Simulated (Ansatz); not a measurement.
**Worked example: correlation energy of AlH₃⁺, doublet**

Geometry: a point of a bend scan, not a stationary point.

```yaml
atoms:
  - { symbol: Al, position_ang: [0.0000, 0.0463, 0.0000] }
  - { symbol: H, position_ang: [0.0000, 0.3773, -1.5249] }
  - { symbol: H, position_ang: [0.0000, 0.3773, 1.5249] }
  - { symbol: H, position_ang: [0.0000, -1.9929, 0.0000] }
```

Basis aug-cc-pVDZ; Ansatz 0.2.0. Correlated methods freeze the noble-gas cores, which leaves 5 electrons in 49 orbitals. R marks a restricted (for open shells ROHF) determinant, U an unrestricted one.

Full CI is exact within this basis and frozen core; it isn't the basis-set limit. The frozen core follows each run's orbitals, which can shift R against U totals by a few meV.

Runs differ by some tens of microhartree through their thresholds and, for an open shell, their frozen cores, so steps under 0.1 kcal/mol mean nothing.

```
    level  total energy (hartree)
      UHF             -243.281095
     UMP2             -243.335843
    UCCSD             -243.355028
 UCCSD(T)             -243.355917
   UCCSDT             -243.356308
UCCSDT(Q)             -243.356331
  full CI             -243.356340
```

Task: What is the correlation energy at full CI, and what share of it do UMP2 and UCCSD(T) recover?

Result: E(corr) = -243.356340 − (-243.281095) = -0.075245 hartree = -2.048 eV. UMP2: -0.054748 / -0.075245 = 72.76 %. UCCSD(T): -0.074822 / -0.075245 = 99.44 %.

Task: By how many kcal/mol does UCCSD(T) miss full CI (1 hartree = 627.509 kcal/mol), and which steps make up the rest?

Result: -243.355917 − (-243.356340) = 0.000423 hartree = 0.27 kcal/mol. Steps: UCCSDT − UCCSD(T) = -0.25, UCCSDT(Q) − UCCSDT = -0.01, full CI − UCCSDT(Q) = -0.01 kcal/mol. That is within 1 kcal/mol of the reference in this basis, which itself misses far more of the correlation at the basis-set limit.
